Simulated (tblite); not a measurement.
Compound: C4H7P.
Cartesian coordinates in Å at the GFN2-xTB level; atoms count from 1:
```xyz
12
C4H7P angstrom
C      2.718   -0.238   -0.282
P      1.174   -0.864   -0.314
C      0.232    0.579    0.245
C     -1.091    0.604    0.397
C     -2.013   -0.534    0.139
H      3.552   -0.857   -0.567
H      2.953    0.773    0.012
H      0.814    1.467    0.463
H     -1.567    1.518    0.738
H     -2.564   -0.782    1.046
H     -2.744   -0.258   -0.621
H     -1.463   -1.410   -0.195
```

Method: GFN2-xTB as coded in tblite; computed harmonic values from a numerical Hessian at the method's own geometry, unscaled. Errors from tens to a few hundred cm⁻¹ against measured bands are possible. One conformer, not necessarily the lowest.

Harmonic wavenumbers (cm⁻¹): 56.2, 151.6, 181.9, 296.8, 304.3, 526.6, 577.0, 726.5, 741.0, 754.9, 876.1, 910.5, 976.9, 1033.1, 1064.9, 1095.6, 1223.3, 1309.9, 1394.5, 1401.1, 1457.9, 1470.8, 1656.9, 2994.4, 3006.9, 3010.5, 3022.9, 3041.8, 3062.9, 3113.8.

A = 12312, B = 2181, C = 1874 MHz; mass 86.029 u (most abundant isotopes); point group Cs, symmetry number 1.

What is the zero-point energy?

Half the sum of the wavenumbers: 20721 cm⁻¹ = 247.88 kJ/mol.

Give the ideal-gas entropy at 200 K and 1 bar in the rigid-rotor, harmonic-oscillator model (classical rotation).

Translation 156.11, rotation 104.89, vibration 40.02: S = 301.0 J/(mol K).

And Cp and H(200 K) − H(0)?

Cp = 78.74 J/(mol K), of which vibrations give 45.48 (their classical limit is 30 R = 249.4); H(200 K) − H(0) = 11.12 kJ/mol without the zero-point energy, 4.46 from vibrations.

What must be added to the electronic energy to get the Gibbs energy at 200 K and 1 bar?

ZPE + [H(200 K) − H(0)] − T·S = 247.88 + 11.12 − 60.21 = 198.79 kJ/mol.

Blend soft modes into free rotors: weight 1/[1 + (100 cm⁻¹/ν̃)⁴] for the oscillator and the rest for a rotor with moment μB/(μ + B), μ = h/(8π²ν), B = 10⁻⁴⁴ kg m². What vibrational entropy results?

37.34 J/(mol K) in place of 40.02, which changes −T·S at 200 K by +0.54 kJ/mol.

How do the functions run with temperature in this model?

```tsv
T (K)	S (J/(mol K))	Cp (J/(mol K))	H − H(0) (kJ/mol)	G − H(0) (kJ/mol)	ln q(vib)
50	220.9	43.5	1.87	-9.18	0.24
100	255.2	56.3	4.37	-21.15	0.81
298.15	337.0	103.3	20.03	-80.44	3.46
373.15	362.2	121.8	28.48	-106.67	4.49
500	401.7	148.6	45.70	-155.16	6.27
750	469.6	186.2	87.90	-264.33	9.71
1000	526.8	211.2	137.76	-389.08	12.97
```

q(vib) and H(0) count from the zero-point level.

Which modes carry the vibrational entropy at 200 K?

56.2 cm⁻¹: 15.90; 151.6 cm⁻¹: 7.99; 181.9 cm⁻¹: 6.65; 296.8 cm⁻¹: 3.43; 304.3 cm⁻¹: 3.28; 526.6 cm⁻¹: 0.92 J/(mol K); the other 24 give 1.85 together.

Hindered rotation and anharmonicity are outside this model. Other conformers, if any are populated, would add a mixing term that is left out.

Time: 0.3 s wall. Hardware: one thread, Arm Neoverse V1 (aarch64) (shared host). The figure is for the frequency step alone.
